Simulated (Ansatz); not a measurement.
Gas-phase electronic energies from Ansatz, PBE0-D4/def2-TZVP geometries. CCSD(T)/CBS is the MP2 limit (def2-TZVPP, def2-QZVPP) plus CCSD(T) − MP2 in def2-TZVPP, frozen cores. This one scheme is used for every species. Double bonds are as drawn, so ΔE can hold a change between cis and trans. DFT in def2-TZVPP. Each species was taken in one conformer, which may not be the lowest.

Reaction (hydrogenolysis of a C–S bond): `N/C=C(/F)S` + H₂ → `N/C=C\F` + H₂S

| species | PBE energy (Eh) |
| --- | --- |
| `N/C=C(/F)S` | -631.06161 |
| H₂ | -1.16614 |
| `N/C=C\F` | -233.02049 |
| H₂S | -399.22783 |

**Question.** Work out ΔE.

**Answer.** ΔE = (-233.02049) + (-399.22783) − (-631.06161) − (-1.16614) = -0.02057 Eh = -12.9 kcal/mol. CCSD(T)/CBS gives -15.3 kcal/mol.

**Question.** What do rigid-rotor, harmonic-oscillator terms from PBE0-D4/def2-TZVP frequencies (298.15 K, 1 bar) make of the CCSD(T)/CBS value? (An estimate is asked.)

**Answer.** Ansatz gave: ΔZPE = +3.6 kcal/mol, ΔH = -12.3 kcal/mol, ΔS = 39 J/(mol·K), ΔG = -15.0 kcal/mol.

Largest T1 diagnostic among the species: 0.013.

In def2-TZVPP, CCSD(T) changes the Hartree–Fock value by +6.6 kcal/mol (the triples alone add +1.9 kcal/mol) and MP2 by +8.7 kcal/mol. From r2SCAN to r2SCAN0 (25 % exact exchange), in def2-TZVPP and without D4, ΔE moves by −1.6 kcal/mol.
